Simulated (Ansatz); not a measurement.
# SiH4− (doublet): wave-function methods side by side, aug-cc-pVDZ

Aim: climb from Hartree-Fock through coupled cluster for SiH4− (doublet) at one geometry and basis, and see what each rung misses.

Method: aug-cc-pVDZ, core rule «outside noble gas», up to 5 orbitals frozen; program: Ansatz 0.2.0, Gaussian basis.

To be run: UHF; CCSD(T) on ROHF; CCSD(T) on UHF; BCCD(T) on ROHF; CISD; CCSDT(Q) on ROHF; CCSDT(Q) on UHF.

28 further runs of the same task are left out: 11 for a known fault of the program, 6 that didn't finish, 11 set aside as unsound or not needed.

## (1) The system

The geometry is a PBE0/def2-TZVPD stationary point (not a proven minimum).

5 atoms, charge -1, spin multiplicity 2.

Atoms are counted from 1 here; the program's logs count them from 0.

Bond lengths: Si1–H2 1.502 Å, Si1–H3 1.502 Å, Si1–H4 1.502 Å, Si1–H5 1.502 Å. Angles: H2–Si1–H3 109.5°, H2–Si1–H4 109.5°, H2–Si1–H5 109.5°, H3–Si1–H4 109.5°, H3–Si1–H5 109.5°, H4–Si1–H5 109.5°.

In the tables R marks a restricted open-shell determinant and U an unrestricted one; energies count from the table's Hartree-Fock row.

## (2) UHF

File in.yaml:

```yaml
crystal:
  periodic: [false, false, false]
  atoms:
    - {symbol: Si, position_ang: [0.000000, 0.000000, 0.000000]}
    - {symbol: H, position_ang: [0.864673, 0.868123, 0.869455]}
    - {symbol: H, position_ang: [-0.869974, -0.866902, 0.865375]}
    - {symbol: H, position_ang: [-0.864856, 0.866715, -0.870676]}
    - {symbol: H, position_ang: [0.870158, -0.867936, -0.864154]}
basis:
  gaussian: {orbitals: aug-cc-pVDZ}
total_charge: -1
magnetization: {spin_polarized: true, initial_magnetization: 1}
hamiltonian: {xc: hf}
output: {orbitals: {seedname: orbitals}}
```

Run with:

```console
ansatz run in.yaml --threads 1 --pin off --events-out ev --progress --plain --max-ram 2393MiB
```

What it wrote:

```text
Functional definition: HF
  name "HF"
  cite "Fock, Z. Phys. 61, 126 (1930) doi:10.1007/BF01340294"
  parent pbe
  exchange = exact_x
  correlation = 0
696 factors; their error is unknown
mean field evaluation 1: about -7922.2684 eV, gradient 1.1e1 eV
mean field evaluation 2: about -7923.7006 eV, gradient 2.9e0 eV
mean field evaluation 4: about -7923.8241 eV, gradient 1.6e-1 eV
mean field evaluation 8: about -7924.1191 eV, gradient 2.0e-4 eV
mean field evaluation 16: about -7923.9670 eV, gradient 5.7e-1 eV
mean field evaluation 32: about -7923.4695 eV, gradient 1.3e0 eV
mean field evaluation 64: about -7922.8266 eV, gradient 2.0e0 eV
mean field evaluation 96: about -7924.1191 eV, gradient 2.4e-5 eV
mean field -7924.11912957 eV, -291.2060068507 hartree, gradient 2.4e-5 eV, S^2 0.750474; 2 other end points of the search recorded, 0 dependent functions left out
reference -7924.11912957 eV, -291.2060068507 hartree; 10, 9 occupied and 53, 54 virtual orbitals, 696 factors
Total energy: -7924.11912957 eV, -291.2060068507 hartree
```

It took 0.66 s on 1 thread of Arm Neoverse V2, shared host.

From the report: ⟨S²⟩ of the determinant 0.750 (pure doublet: 0.75).

## (3) CCSD(T) on ROHF

in.yaml, as its differences from that of step 2:

```diff
@@ -11,4 +11,3 @@
 total_charge: -1
-magnetization: {spin_polarized: true, initial_magnetization: 1}
-hamiltonian: {xc: hf}
-output: {orbitals: {seedname: orbitals}}
+magnetization: {spin_polarized: false, initial_magnetization: 1}
+correlation: {method: ccsd_t, electrons: outside_noble_gas}
```

Launched as before.

What it wrote (excerpt; [...] marks lines left out):

```text
Functional definition: HF
  name "HF"
  cite "Fock, Z. Phys. 61, 126 (1930) doi:10.1007/BF01340294"
  parent pbe
[...]
612 factors; integrals over basis functions are off by at most 6.3e-4 eV
[...]
mean field -7924.11688202 eV, -291.2059242547 hartree, gradient 6.7e-7 eV, S^2 0.750000; 13 other end points of the search recorded, 0 dependent functions left out
[...]
determinant -7924.11688202 eV, -291.2059242547 hartree, with singles and doubles -7928.52298752 eV, -291.3678456454 hartree
determinant -7923.47905787 eV, -291.1824846495 hartree, with singles and doubles -7927.83480314 eV, -291.3425553361 hartree
determinant -7923.46709640 eV, -291.1820450740 hartree, with singles and doubles -7927.83203867 eV, -291.3424537435 hartree
determinant -7922.69553011 eV, -291.1536905358 hartree, with singles and doubles -7927.07928633 eV, -291.3147906054 hartree
determinant -7922.67031493 eV, -291.1527638950 hartree, with singles and doubles -7927.07342133 eV, -291.3145750705 hartree
5 core orbitals not correlated: weight in the atoms' cores, before any rotation towards them, 1.000 or more for the frozen orbitals, at most 0.000 for the correlated occupied ones
reference -7924.11688202 eV, -291.2059242547 hartree; 5, 4 occupied and 53, 54 virtual orbitals, 612 factors
second order -3.49160656 eV of doubles, -0.00146163 eV of singles
cycle   1  -4.38025528 eV  change   -1.5e-1 eV  update   2.9e-2
[...]
cycle   9  -4.39524826 eV  change    2.4e-6 eV  update   7.0e-6
perturbative correction -0.10322313 eV, -0.0037933800 hartree
Total energy: -7928.61535340 eV, -291.3712400289 hartree
```

Wall time 4.2 s (1 thread of Arm Neoverse V2, shared host).

From the report: correlation -4.4985 eV; T1 0.020; largest double amplitude 0.03.

## (4) CCSD(T) on UHF

in.yaml, as its differences from that of step 3:

```diff
@@ -11,3 +11,3 @@
 total_charge: -1
-magnetization: {spin_polarized: false, initial_magnetization: 1}
+magnetization: {spin_polarized: true, initial_magnetization: 1}
 correlation: {method: ccsd_t, electrons: outside_noble_gas}
```

Same command.

What it wrote (excerpt; [...] marks lines left out):

```text
Functional definition: HF
  name "HF"
  cite "Fock, Z. Phys. 61, 126 (1930) doi:10.1007/BF01340294"
  parent pbe
[...]
612 factors; integrals over basis functions are off by at most 6.3e-4 eV
[...]
mean field -7924.11923473 eV, -291.2060107154 hartree, gradient 1.4e-6 eV, S^2 0.750474; 10 other end points of the search recorded, 0 dependent functions left out
determinant -7924.11923473 eV, -291.2060107154 hartree, with singles and doubles -7928.52163560 eV, -291.3677959633 hartree
determinant -7923.48075231 eV, -291.1825469191 hartree, with singles and doubles -7927.83367070 eV, -291.3425137196 hartree
determinant -7923.46810530 eV, -291.1820821501 hartree, with singles and doubles -7927.83067233 eV, -291.3424035316 hartree
determinant -7922.69857996 eV, -291.1538026154 hartree, with singles and doubles -7927.07966323 eV, -291.3148044562 hartree
determinant -7922.67305119 eV, -291.1528644506 hartree, with singles and doubles -7927.07228451 eV, -291.3145332932 hartree
5 core orbitals not correlated: weight in the atoms' cores, before any rotation towards them, 1.000 or more for the frozen orbitals, at most 0.000 for the correlated occupied ones
reference -7924.11923473 eV, -291.2060107154 hartree; 5, 4 occupied and 53, 54 virtual orbitals, 612 factors
second order -3.49196843 eV of doubles, -0.00000000 eV of singles
cycle   1  -4.37808227 eV  change   -1.3e-1 eV  update   2.9e-2
[...]
cycle   8  -4.39296321 eV  change    9.3e-8 eV  update   9.4e-6
perturbative correction -0.10320343 eV, -0.0037926559 hartree
Total energy: -7928.61540137 eV, -291.3712417918 hartree
```

Run time: 4 s. Hardware: 1 thread of Arm Neoverse V2, shared host.

From the report: ⟨S²⟩ of the determinant 0.750 (pure doublet: 0.75); correlation -4.4962 eV; T1 0.020; largest double amplitude 0.03.

## (5) BCCD(T) on ROHF

in.yaml, as its differences from that of step 4:

```diff
@@ -11,3 +11,3 @@
 total_charge: -1
-magnetization: {spin_polarized: true, initial_magnetization: 1}
-correlation: {method: ccsd_t, electrons: outside_noble_gas}
+magnetization: {spin_polarized: false, initial_magnetization: 1}
+correlation: {method: bccd_t, electrons: outside_noble_gas}
```

The command is unchanged.

What it wrote (excerpt; [...] marks lines left out):

```text
Functional definition: HF
  name "HF"
  cite "Fock, Z. Phys. 61, 126 (1930) doi:10.1007/BF01340294"
  parent pbe
[...]
612 factors; integrals over basis functions are off by at most 6.3e-4 eV
[...]
mean field -7924.11688202 eV, -291.2059242547 hartree, gradient 6.7e-7 eV, S^2 0.750000; 13 other end points of the search recorded, 0 dependent functions left out
[...]
determinant -7924.11688202 eV, -291.2059242547 hartree, with singles and doubles -7928.52298752 eV, -291.3678456454 hartree
determinant -7923.47905787 eV, -291.1824846495 hartree, with singles and doubles -7927.83480314 eV, -291.3425553361 hartree
determinant -7923.46709640 eV, -291.1820450740 hartree, with singles and doubles -7927.83203867 eV, -291.3424537435 hartree
determinant -7922.69553011 eV, -291.1536905358 hartree, with singles and doubles -7927.07928633 eV, -291.3147906054 hartree
determinant -7922.67031493 eV, -291.1527638950 hartree, with singles and doubles -7927.07342133 eV, -291.3145750705 hartree
5 core orbitals not correlated: weight in the atoms' cores, before any rotation towards them, 1.000 or more for the frozen orbitals, at most 0.000 for the correlated occupied ones
reference -7924.11688202 eV, -291.2059242547 hartree; 5, 4 occupied and 53, 54 virtual orbitals, 612 factors
second order -3.49160656 eV of doubles, -0.00146163 eV of singles
cycle   1  -4.38196820 eV  change   -1.6e-1 eV  update   3.0e-2
[...]
cycle   9  -4.39019254 eV  change    2.7e-6 eV  update   7.1e-6
perturbative correction -0.10891725 eV, -0.0040026351 hartree
Total energy: -7928.61599180 eV, -291.3712634898 hartree
```

Run time: 4.8 s. Hardware: 1 thread of Arm Neoverse V2, shared host; peak memory 0.25 GiB.

From the report: correlation -4.4991 eV; largest double amplitude 0.03.

## (6) CISD

in.yaml, as its differences from that of step 5:

```diff
@@ -12,2 +12,2 @@
 magnetization: {spin_polarized: false, initial_magnetization: 1}
-correlation: {method: bccd_t, electrons: outside_noble_gas}
+correlation: {active_space: {ras: {orbitals: [4, 1, 53], electrons: 9, max_holes: 2, max_particles: 2}, fixed_orbitals: true}}
```

The command is unchanged.

What it wrote:

```text
Functional definition: HF
  name "HF"
  cite "Fock, Z. Phys. 61, 126 (1930) doi:10.1007/BF01340294"
  parent pbe
  exchange = exact_x
  correlation = 0
612 factors; integrals over basis functions are off by at most 6.3e-4 eV
mean field evaluation 1: about -7922.5828 eV, gradient 1.6e1 eV
mean field evaluation 2: about -7922.5831 eV, gradient 1.6e1 eV
mean field evaluation 4: about -7924.1047 eV, gradient 1.2e0 eV
mean field evaluation 8: about -7924.1169 eV, gradient 4.2e-4 eV
mean field evaluation 16: about -7923.4791 eV, gradient 5.5e-7 eV
mean field evaluation 32: about -7924.1159 eV, gradient 2.0e-1 eV
mean field -7924.11688202 eV, -291.2059242547 hartree, gradient 6.7e-7 eV, S^2 0.750000; 9 other end points of the search recorded, 0 dependent functions left out
reference -7924.11688202 eV, -291.2059242547 hartree; 10, 9 occupied and 53, 54 virtual orbitals, 612 factors
state -7928.25712018 eV, -291.3580752008 hartree
Total energy: -7928.25712018 eV, -291.3580752008 hartree
```

Run time: 3.2 s. Hardware: 1 thread of Arm Neoverse V2, shared host.

From the report: 30,790 determinants.

## (7) CCSDT(Q) on ROHF

in.yaml, as its differences from that of step 6:

```diff
@@ -12,2 +12,2 @@
 magnetization: {spin_polarized: false, initial_magnetization: 1}
-correlation: {active_space: {ras: {orbitals: [4, 1, 53], electrons: 9, max_holes: 2, max_particles: 2}, fixed_orbitals: true}}
+correlation: {method: ccsdt_q, electrons: outside_noble_gas}
```

The command is unchanged.

What it wrote (excerpt; [...] marks lines left out):

```text
Functional definition: HF
  name "HF"
  cite "Fock, Z. Phys. 61, 126 (1930) doi:10.1007/BF01340294"
  parent pbe
[...]
1084 factors; integrals over basis functions are off by at most 1.3e-7 eV
[...]
a density is far from that of the atoms, so the factors are made again for it
1118 factors; integrals over basis functions are off by at most 1.4e-7 eV
[...]
mean field -7924.11690243 eV, -291.2059250050 hartree, gradient 6.3e-7 eV, S^2 0.750000; 13 other end points of the search recorded, 0 dependent functions left out
[...]
determinant -7924.11690243 eV, -291.2059250050 hartree, with singles and doubles -7928.52300078 eV, -291.3678461329 hartree
determinant -7923.47907639 eV, -291.1824853303 hartree, with singles and doubles -7927.83413743 eV, -291.3425308715 hartree
determinant -7923.46711687 eV, -291.1820458260 hartree, with singles and doubles -7927.83205186 eV, -291.3424542283 hartree
determinant -7922.69555095 eV, -291.1536913017 hartree, with singles and doubles -7927.07930111 eV, -291.3147911486 hartree
determinant -7922.67033581 eV, -291.1527646621 hartree, with singles and doubles -7927.07346043 eV, -291.3145765073 hartree
5 core orbitals not correlated: weight in the atoms' cores, before any rotation towards them, 1.000 or more for the frozen orbitals, at most 0.000 for the correlated occupied ones
reference -7924.11690243 eV, -291.2059250050 hartree; 5, 4 occupied and 53, 54 virtual orbitals, 1118 factors
second order -3.49161534 eV of doubles, -0.00146163 eV of singles
cycle   1  -4.14841452 eV  change   -6.6e-1 eV  update   7.2e-2
[...]
cycle  14  -4.52226478 eV  change   -2.1e-7 eV  update   9.9e-8
perturbative correction -0.00269582 eV, -0.0000990696 hartree
Total energy: -7928.64186303 eV, -291.3722142399 hartree
```

Run time: 66 s. Hardware: 1 thread of Arm Neoverse V2, shared host; peak memory 0.83 GiB.

From the report: correlation -4.5250 eV; T1 0.021; largest double amplitude 0.03.

## (8) CCSDT(Q) on UHF

in.yaml, as its differences from that of step 7:

```diff
@@ -11,3 +11,3 @@
 total_charge: -1
-magnetization: {spin_polarized: false, initial_magnetization: 1}
+magnetization: {spin_polarized: true, initial_magnetization: 1}
 correlation: {method: ccsdt_q, electrons: outside_noble_gas}
```

Same command.

What it wrote (excerpt; [...] marks lines left out):

```text
Functional definition: HF
  name "HF"
  cite "Fock, Z. Phys. 61, 126 (1930) doi:10.1007/BF01340294"
  parent pbe
[...]
1084 factors; integrals over basis functions are off by at most 1.3e-7 eV
[...]
a density is far from that of the atoms, so the factors are made again for it
1118 factors; integrals over basis functions are off by at most 1.4e-7 eV
[...]
mean field -7924.11925515 eV, -291.2060114659 hartree, gradient 1.4e-6 eV, S^2 0.750474; 13 other end points of the search recorded, 0 dependent functions left out
determinant -7924.11925515 eV, -291.2060114659 hartree, with singles and doubles -7928.52164801 eV, -291.3677964195 hartree
determinant -7923.48077284 eV, -291.1825476738 hartree, with singles and doubles -7927.83368299 eV, -291.3425141713 hartree
determinant -7923.46812577 eV, -291.1820829024 hartree, with singles and doubles -7927.83068468 eV, -291.3424039853 hartree
determinant -7922.69860073 eV, -291.1538033789 hartree, with singles and doubles -7927.07906018 eV, -291.3147822944 hartree
determinant -7922.67307209 eV, -291.1528652185 hartree, with singles and doubles -7927.07229836 eV, -291.3145338023 hartree
5 core orbitals not correlated: weight in the atoms' cores, before any rotation towards them, 1.000 or more for the frozen orbitals, at most 0.000 for the correlated occupied ones
reference -7924.11925515 eV, -291.2060114659 hartree; 5, 4 occupied and 53, 54 virtual orbitals, 1118 factors
second order -3.49197721 eV of doubles, -0.00000000 eV of singles
cycle   1  -4.14688723 eV  change   -6.5e-1 eV  update   7.2e-2
[...]
cycle  14  -4.51991610 eV  change   -2.0e-7 eV  update   1.0e-7
perturbative correction -0.00292553 eV, -0.0001075113 hartree
Total energy: -7928.64209678 eV, -291.3722228301 hartree
```

Run time: 58 s. Hardware: 1 thread of Arm Neoverse V2, shared host; peak memory 0.7 GiB.

From the report: ⟨S²⟩ of the determinant 0.750 (pure doublet: 0.75); correlation -4.5228 eV; T1 0.021; largest double amplitude 0.03.

## (9) All levels against the top one

The yardstick is UCCSDT(Q), where the cluster series has nearly closed. Rows without a time come out of other runs: HF, MP2 and CCSD of CCSD(T), CCSDT of CCSDT(Q).

Differences are taken before rounding.

| method | energy from the lowest RHF (meV) | from UCCSDT(Q) (meV) | time |
| --- | --- | --- | --- |
| RHF | 0.0 | +4525.2 |  |
| UHF | -2.4 | +4522.9 |  |
| RMP2 | -3493.1 | +1032.1 |  |
| UMP2 | -3494.3 | +1030.9 |  |
| CISD | -4140.2 | +385.0 | 3.2 s |
| RCCSD | -4395.2 | +130.0 |  |
| UCCSD | -4395.3 | +129.9 |  |
| RCCSD(T) | -4498.5 | +26.7 | 4.2 s |
| UCCSD(T) | -4498.5 | +26.7 | 4 s |
| BCCD(T) | -4499.1 | +26.1 | 4.8 s |
| RCCSDT | -4522.3 | +2.9 |  |
| UCCSDT | -4522.3 | +2.9 |  |
| RCCSDT(Q) | -4525.0 | +0.2 | 66 s |
| UCCSDT(Q) | -4525.2 | 0 | 58 s |

Among the levels timed on like hardware and quicker than the yardstick, those that no quicker one beats, quickest first: CISD (3.2 s, +385.0 meV); UCCSD(T) (4 s, +26.7 meV); BCCD(T) (4.8 s, +26.1 meV).

## (10) Outcome

```
                         quantity                                                   value
   UCCSDT(Q) below the RHF energy                                              -4.5252 eV
              RMP2 from UCCSDT(Q)                                             +1032.1 meV
              UMP2 from UCCSDT(Q)                                             +1030.9 meV
             RCCSD from UCCSDT(Q)                                              +130.0 meV
          RCCSD(T) from UCCSDT(Q)                                               +26.7 meV
          UCCSD(T) from UCCSDT(Q)                                               +26.7 meV
         RCCSDT(Q) from UCCSDT(Q)                                                +0.2 meV
levels within 1 kcal/mol (43 meV)  RCCSD(T), UCCSD(T), BCCD(T), RCCSDT, UCCSDT, RCCSDT(Q)
                    T1 diagnostic                                                   0.020
```

RCCSD(T) misses by +26.7 meV, 0.6 % of the correlation energy. These misses are within one basis, not against nature; the frozen cores of restricted and unrestricted runs differ, which can shift their rows. The highest orbital lies above zero: the basis alone holds the extra electron.

BCCD(T) reaches 26.1 meV from the reference in 4.8 s, where UCCSDT(Q) took 58 s; the quickest level in the cost chart, CISD, takes 3.2 s and misses by 385.0 meV.
